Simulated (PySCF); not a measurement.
Isomers of C4H7N, one GFN2-xTB conformer each. Single-point energies are computed at PBE0/pcSseg-1 (PySCF, gas phase, no added dispersion term), electronic only.

Question: Rank them by PBE0/pcSseg-1 energy, lowest first (kcal/mol).
A. 1-pyrroline (`C1=NCCC1`)
B. `[NH2:1][C@@H:2]1[CH:3]=[CH:4][CH2:5]1` with H–N1–C2–C3 49° and 169°

Answer: A (0.0), B (28.5).

As drawn, the lower has a C=N bond, which the higher lacks; the higher has a four-membered ring, an N–H bond and a C=C bond outside aromatic rings, which the lower lacks. GFN2-xTB itself gives, in the same order: 0.0, 35.7. Both levels put the same isomer lowest.

Q: Which frontier levels, dipoles and rotational constants go with these structures?

A: 
| SMILES | HOMO (eV, PBE0/pcSseg-1) | LUMO (eV) | dipole (D) | A, B, C (MHz) |
| --- | --- | --- | --- | --- |
| C1=NCCC1 | -7.31 | 0.30 | 2.14 | 7847, 7501, 4130 |
| N[C@@H]1C=CC1 | -6.65 | 0.31 | 1.30 | 10683, 4836, 3834 |
